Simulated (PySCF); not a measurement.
# PH⁺, HF: how much the basis matters

PySCF, UHF reference; doublet, unpaired electrons π ↑; De to P⁺ + H without counterpoise correction.

```
              basis     relativity  functions  Re (Å)  ωe (cm⁻¹)  De (eV)  μ (D)
         6-31G(d,p)  no relativity         23   1.408       2607     2.41   1.05
cc-pV(D+d)Z/cc-pVDZ  no relativity         28   1.418       2552     2.44   1.02
        def2-TZVPPD  no relativity         65   1.412       2528     2.51   0.93
```

Problem. How does each smaller set differ from the one with most functions, def2-TZVPPD?

Solution. 6-31G(d,p): -0.4 pm, +3.1 % in ωe, -0.10 eV in De; cc-pV(D+d)Z/cc-pVDZ: +0.6 pm, +0.9 % in ωe, -0.07 eV in De. All at HF; the set with most functions is neither the basis-set limit nor always the best.

A positive dipole points towards H; it is taken about the centre of mass and depends on that origin. For an ion De counts to the pair picked by the measured ionisation energies or electron affinities, which need not be the lowest pair at this level. Hartree–Fock leaves out correlation, which carries a large part of most bond energies and some tenths to 1 eV of ionisation energies. The state is the lowest determinant that a PBE0 search found; another state may lie lower at other levels.
